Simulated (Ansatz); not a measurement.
Ansatz (an electronic-structure program) job for B(F)3 anion (BF₃), SMILES FB(F)F (connectivity only; charge and spin as stated), charge -1, multiplicity 2, PBE-D3(BJ)/def2-SVPD. 

Ansatz 0.2 input:
```yaml
crystal:
  periodic: [false, false, false]
  atoms:
    - {symbol: B, position_ang: [-0.00000000, 0.00000000, -0.38740244]}
    - {symbol: F, position_ang: [1.15975899, 0.66958717, 0.07174119]}
    - {symbol: F, position_ang: [0.00000000, -1.33917433, 0.07174119]}
    - {symbol: F, position_ang: [-1.15975899, 0.66958716, 0.07174119]}
basis:
  gaussian:
    orbitals: def2-SVPD
hamiltonian:
  xc: pbe
  dispersion: d3bj
total_charge: -1
magnetization: {spin_polarized: true, initial_magnetization: 1}
relax: {f_tol: 0.002, max_steps: 200}
```

Output:

```
WARN ansatz: RAYON_NUM_THREADS=1 ignored (pool sized by the plan → 1); use --threads N
Functional definition: PBE
integrals: 0.02 GiB planned
714 factors; their error is unknown
mean field: 0.24 GiB planned
mean field evaluation 1: about -8815.8032 eV, gradient 1.2e1 eV
mean field evaluation 2: about -8815.1940 eV, gradient 2.0e1 eV
mean field evaluation 4: about -8816.4595 eV, gradient 9.2e-1 eV
mean field evaluation 8: about -8816.4357 eV, gradient 1.4e-2 eV
mean field -8816.43575067 eV, -323.9980378425 hartree, gradient 4.3e-5 eV, S^2 0.751672; 0 other end points of the search recorded, 0 dependent functions left out
the calculation of the forces begins
reference -8816.43579483 eV, -323.9980394654 hartree; 17, 16 occupied and 72, 73 virtual orbitals, 714 factors
relax step   1: F+E_penalty+E_count = -8816.46727247 eV  Δ(F+E_penalty+E_count) = +0.000e0 eV  max|allowed force component| = 2.360e-1 eV/Å  Δτ_max = 0.0000 Å  (27 SCF iters, accepted)
these checks for a lower state are left out or cut short: starts, cluster_reference, orbital_swaps, neighbouring_geometries, increment
integrals: 0.02 GiB planned
714 factors; their error is unknown
mean field: 0.24 GiB planned
mean field evaluation 16: about -8816.4562 eV, gradient 1.4e0 eV
mean field -8816.43912975 eV, -323.9981620211 hartree, gradient 7.4e-6 eV, S^2 0.751685; 0 other end points of the search recorded, 0 dependent functions left out
the calculation of the forces begins
reference -8816.43917374 eV, -323.9981636379 hartree; 17, 16 occupied and 72, 73 virtual orbitals, 714 factors
relax step   2: F+E_penalty+E_count = -8816.47059978 eV  Δ(F+E_penalty+E_count) = -3.327e-3 eV  max|allowed force component| = 7.591e-2 eV/Å  Δτ_max = 0.0188 Å  (30 SCF iters, accepted)
these checks for a lower state are left out or cut short: starts, cluster_reference, orbital_swaps, neighbouring_geometries, increment
integrals: 0.02 GiB planned
714 factors; their error is unknown
mean field: 0.24 GiB planned
mean field -8816.43949722 eV, -323.9981755257 hartree, gradient 1.1e-5 eV, S^2 0.751681; 0 other end points of the search recorded, 0 dependent functions left out
the calculation of the forces begins
reference -8816.43954127 eV, -323.9981771445 hartree; 17, 16 occupied and 72, 73 virtual orbitals, 714 factors
relax step   3: F+E_penalty+E_count = -8816.47098011 eV  Δ(F+E_penalty+E_count) = -3.803e-4 eV  max|allowed force component| = 2.427e-3 eV/Å  Δτ_max = 0.0048 Å  (30 SCF iters, accepted)
these checks for a lower state are left out or cut short: starts, cluster_reference, orbital_swaps, neighbouring_geometries, increment
integrals: 0.02 GiB planned
714 factors; their error is unknown
mean field: 0.24 GiB planned
mean field evaluation 32: about -8816.4671 eV, gradient 4.0e-2 eV
mean field -8816.43949779 eV, -323.9981755465 hartree, gradient 1.1e-5 eV, S^2 0.751681; 0 other end points of the search recorded, 0 dependent functions left out
the calculation of the forces begins
reference -8816.43954184 eV, -323.9981771652 hartree; 17, 16 occupied and 72, 73 virtual orbitals, 714 factors
relax step   4: F+E_penalty+E_count = -8816.47098038 eV  Δ(F+E_penalty+E_count) = -2.666e-7 eV  max|allowed force component| = 2.665e-4 eV/Å  Δτ_max = 0.0001 Å  (20 SCF iters, accepted)
integrals: 0.02 GiB planned
714 factors; their error is unknown
mean field: 0.24 GiB planned
mean field -8816.43949779 eV, -323.9981755465 hartree, gradient 1.1e-5 eV, S^2 0.751681; 1 other end points of the search recorded, 0 dependent functions left out
the calculation of the forces begins
reference -8816.43954184 eV, -323.9981771652 hartree; 17, 16 occupied and 72, 73 virtual orbitals, 714 factors
Total energy: -8816.47102443 eV, -323.9993341290 hartree
Atom 0 at     0.000001     0.000001    -0.373203 Å, force     0.000034     0.000020     0.000267 eV/Å
Atom 1 at     1.166007     0.673194     0.067008 Å, force    -0.000216    -0.000124    -0.000097 eV/Å
Atom 2 at     0.000000    -1.346390     0.067008 Å, force     0.000000     0.000209    -0.000085 eV/Å
Atom 3 at    -1.166008     0.673195     0.067008 Å, force     0.000181    -0.000105    -0.000085 eV/Å
Dipole moment:     0.000004     0.000002     0.265531 e Å
```

The run converged.

Cost: roughly 7 core-seconds.
